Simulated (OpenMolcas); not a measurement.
# [SiH3]− (SMILES [SiH3-]) at 3 levels

Aim: a comparison of 3 runs (HF/STO-3G, PBE/STO-3G, PBE0/STO-3G) of [SiH3]−. 

The results are computed with OpenMolcas 26.06.

**1. Starting point**

The species is [SiH3]− (4 atoms), meant as a singlet with charge -1. As SMILES, `[SiH3-]`. The Si1–H4 distance was set to 1.932 Å, away from the relaxed value.

Bond lengths: Si1–H2 1.546 Å, Si1–H3 1.546 Å. Angles: H2–Si1–H3 94.1°. A long bond or contact: Si1–H4 1.932 Å.

**2. A single-point energy at HF/STO-3G (run 1)**

File mol.input:

```
&GATEWAY
  BasLib=$CurrDir
  Coord
  4
  angstrom
  Si       0.841541      -0.241403      -0.153192
  H        0.728441       0.431597       1.233608
  H        0.003341      -1.474403       0.254508
  H       -0.667800       0.712200      -0.891800
  Basis=STO-3G
  Group=NoSym

&SEWARD

&SCF
  Charge=-1
  Thresholds=1e-10 1e-07 1e-07 1e-05
  PrOrbitals=1 1
```

The basis set STO-3G is read from a file made from the Basis Set Exchange's data (not shown).

Run with:

```bash
$ export MOLCAS_MEM=1860
$ pymolcas mol.input > mol.log
```

The log of the run:

```text
--- Start Module: gateway ---
[...]
--- Stop Module: gateway /rc=_RC_ALL_IS_WELL_ ---
--- Start Module: seward ---
[...]
      Basis functions           12
--- Stop Module: seward /rc=_RC_ALL_IS_WELL_ ---
--- Start Module: scf ---
[...]
       Convergence after  12 Iterations
[...]
::    Total SCF energy                               -287.0474656305
[...]
      Total spin, S                                     0.0000000000
[...]
      Total electronic charge=   18.000000
      Total            charge=   -1.000000
[...]
      Dipole Moment (debye):
      Origin of the operator (angstrom)=    0.7615   -0.2286   -0.1189
                   X=  2.0915E+00               Y= -8.9660E-01               Z=  1.9684E-01           Total=  2.2841E+00
      Center of Charge (angstrom)
[...]
--- Stop Module: scf /rc=_RC_ALL_IS_WELL_ ---
[...]
```

Wall time 1.6 s (1 thread of Arm Neoverse V1, shared host); peak memory 0.37 GiB.

**3. The energy at PBE/STO-3G (run 2)**

File mol.input:

```
>>> EXPORT MOLCAS_PRINT=2
&GATEWAY
BASLIB
$CurrDir
COORD
4
angstrom
Si       0.841541      -0.241403      -0.153192
H        0.728441       0.431597       1.233608
H        0.003341      -1.474403       0.254508
H       -0.667800       0.712200      -0.891800
BASIS
STO-3G
GROUP
NoSym
&SEWARD
GRIDINPUT
Grid=UltraFine
End of Grid
&SCF
CHARGE
-1
KSDFT
PBE
THRESHOLDS
1e-10 1e-07 1e-07 1e-05
PRORBITALS
1 1
```

The basis set STO-3G is read from a file made from the Basis Set Exchange's data (not shown).

Run with:

```bash
$ export MOLCAS_MEM=1860
$ pymolcas mol.input > mol.log
```

The log of the run:

```text
--- Start Module: gateway ---
[...]
--- Stop Module: gateway /rc=_RC_ALL_IS_WELL_ ---
--- Start Module: seward ---
[...]
      Basis functions           12
--- Stop Module: seward /rc=_RC_ALL_IS_WELL_ ---
--- Start Module: scf ---
[...]
       Convergence after  14 Iterations
[...]
::    Total KS-DFT energy                            -287.5094245981
[...]
      Total spin, S                                     0.0000000000
[...]
      Total electronic charge=   18.000000
      Total            charge=   -1.000000
[...]
      Dipole Moment (debye):
      Origin of the operator (angstrom)=    0.7615   -0.2286   -0.1189
                   X=  1.6453E+00               Y= -7.2924E-01               Z=  2.0147E-01           Total=  1.8109E+00
      Center of Charge (angstrom)
[...]
--- Stop Module: scf /rc=_RC_ALL_IS_WELL_ ---
[...]
```

Run time: 4.2 s. Hardware: 1 thread of Arm Neoverse V1, shared host; peak memory 0.37 GiB.

**4. The energy at PBE0/STO-3G (run 3)**

File mol.input:

```
>>> EXPORT MOLCAS_PRINT=2

&GATEWAY
  BASLIB=$CurrDir
  COORD
  4
  angstrom
  Si       0.841541      -0.241403      -0.153192
  H        0.728441       0.431597       1.233608
  H        0.003341      -1.474403       0.254508
  H       -0.667800       0.712200      -0.891800
  BASIS=STO-3G
  GROUP=NoSym

&SEWARD
  GRIDINPUT
  Grid=UltraFine
  End of Grid

&SCF
  CHARGE=-1
  KSDFT=PBE0
  THRESHOLDS=1e-10 1e-07 1e-07 1e-05
  PRORBITALS=1 1
```

The basis set STO-3G is read from a file made from the Basis Set Exchange's data (not shown).

Run with:

```bash
$ export MOLCAS_MEM=1860
$ pymolcas mol.input > mol.log
```

The log of the run:

```text
--- Start Module: gateway ---
[...]
--- Stop Module: gateway /rc=_RC_ALL_IS_WELL_ ---
--- Start Module: seward ---
[...]
      Basis functions           12
--- Stop Module: seward /rc=_RC_ALL_IS_WELL_ ---
--- Start Module: scf ---
[...]
       Convergence after  12 Iterations
[...]
::    Total KS-DFT energy                            -287.5505717134
[...]
      Total spin, S                                     0.0000000000
[...]
      Total electronic charge=   18.000000
      Total            charge=   -1.000000
[...]
      Dipole Moment (debye):
      Origin of the operator (angstrom)=    0.7615   -0.2286   -0.1189
                   X=  1.6866E+00               Y= -7.5382E-01               Z=  2.1872E-01           Total=  1.8603E+00
      Center of Charge (angstrom)
[...]
--- Stop Module: scf /rc=_RC_ALL_IS_WELL_ ---
[...]
```

It took 3.9 s on 1 thread of Arm Neoverse V1, shared host; peak memory 0.37 GiB.

**5. All runs side by side**

| run | level | integration grid | energy (Eh) | HOMO energy (eV) | LUMO energy (eV) | HOMO–LUMO gap (eV) | wall time |
| --- | --- | --- | --- | --- | --- | --- | --- |
| 1 | HF/STO-3G | – | -287.047466 | 2.72 | 18.48 | 15.76 | 1.6 s |
| 2 | PBE/STO-3G | UltraFine | -287.509425 | 7.02 | 13.03 | 6.00 | 4.2 s |
| 3 | PBE0/STO-3G | UltraFine | -287.550572 | 5.75 | 14.13 | 8.38 | 3.9 s |

**6. Results**

```
                                                    quantity          value
                                         run 3: total energy  -287.55057 Eh
                                          run 3: HOMO energy        5.75 eV
                                          run 3: LUMO energy       14.13 eV
run 3: HOMO–LUMO gap (to an unbound level, set by the basis)        8.38 eV
```

The HOMO–LUMO gap runs from 6.00 eV (PBE/STO-3G) to 15.76 eV (HF/STO-3G). Exact exchange widens orbital gaps. The empty levels of an anion lie above zero and hang on the basis. Totals of different functionals can't be ranked against each other. In runs 1, 2, 3 the HOMO lies above zero, so the outermost electron may be held by the basis alone. In runs 1, 2, 3 the basis is minimal, so the values are rough. All runs together took 9.7 s, the longest 4.2 s.
